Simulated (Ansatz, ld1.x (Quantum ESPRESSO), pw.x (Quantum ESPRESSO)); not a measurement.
**Equation-of-state test of one PAW potential (rubidium (Rb))**

ld1.x (Quantum ESPRESSO) 7.5 input, shortened:

```
&input
   title='Rb', zed=37., rel=1, dft='PW', iswitch=3,
   config='[Kr] 4d-2 4f-2 5s1 5p0'
 /
 &inputp
   pseudotype=3, lpaw=.true., tm=.true., lloc=-1, rcloc=3.45,
   nlcc=.true., new_core_ps=.true.,
   which_augfun='BESSEL', rmatch_augfun=2.00
 /
7
4S  1  0   2.00   0.00  2.20  2.85  0.0
5S  2  0   1.00   0.00  2.20  2.85  0.0
4P  2  1   6.00   0.00  2.35  3.15  0.0
5P  3  1   0.00   0.00  2.35  3.15  0.0
4D  3  2  -2.00   0.45  2.80  3.60  0.0
4F  4  3  -2.00   0.05  3.25  3.50  0.0
4F  4  3  -2.00   0.35  3.25  3.50  0.0
 &test
   configts(1)='4s2 4p6 5s1 5p0'
 /
```

Atomic tests: cutoffs needed: 10 Ry and 15 Ry (the cutoffs (Ry, on a coarse ladder) from which the occupation-weighted sum of valence levels, in a spherical-Bessel basis at the reference potential, stays within 10 and 1 mRy of its value at 400 Ry); ghost test: no extra level below or beside the all-electron valence levels (s, p, d, f tested) (spherical-Bessel basis up to 400 Ry, 20 bohr box); configuration tests: test run stopped at test 4 of 7 (negative rho).

Crystal test: fcc Rb in pw.x 7.5, no spin, 9³ k-points, Fermi–Dirac smearing 0.01 Ry, cutoffs 40/320 Ry. The reference is all-electron LAPW (Ansatz 0.2.0) with the same functional, mesh and smearing; V0 and B0 come from Birch–Murnaghan fits to the pressures at five volumes. Errors are pseudo minus all-electron; Δ is the rms difference of the E(V) curves that follow from these fits, minima aligned, over ±6 % about the mean V0. Mesh and smearing are coarse, so the numbers serve the comparison and aren't converged zero-temperature values; the lattice is a test structure that the element need not adopt.

All-electron: a0 = 6.782 Å (V0 = 77.97 Å³/atom), B0 = 3.5 GPa.

Task: How far does the potential miss the all-electron equation of state?

Result: mean pressure error (GPa): +0.12; a0 (Å): 6.853; a0 error (%): +1.06; B0 error (%): -1.1; Δ (meV/atom): 1.9. This is a poor potential for the solid. Atomic configuration tests: test run stopped at test 4 of 7 (negative rho).

```json
{"V (Å³/atom)": "74.322", "P all-electron (GPa)": "0.18", "P pseudo (GPa)": "0.32"}
{"V (Å³/atom)": "76.278", "P all-electron (GPa)": "0.08", "P pseudo (GPa)": "0.20"}
{"V (Å³/atom)": "78.234", "P all-electron (GPa)": "-0.01", "P pseudo (GPa)": "0.10"}
{"V (Å³/atom)": "80.190", "P all-electron (GPa)": "-0.09", "P pseudo (GPa)": "0.01"}
{"V (Å³/atom)": "82.146", "P all-electron (GPa)": "-0.16", "P pseudo (GPa)": "-0.07"}
```

Task: At the middle volume, how do free energy and pressure move when the wave cutoff is lowered (ecutrho held at 320 Ry)?

Result:

```
cutoff (Ry)  shift of F (meV/atom)  shift of P (GPa)
         18                   +5.0             -0.02
         24                   +0.7             -0.00
         32                   +0.2             -0.00
```

The run at the middle volume (35 k-points, 11 iterations) took about 40 s on one core of a shared host (Neoverse-V1, 32 threads, 247 GiB, load 20).
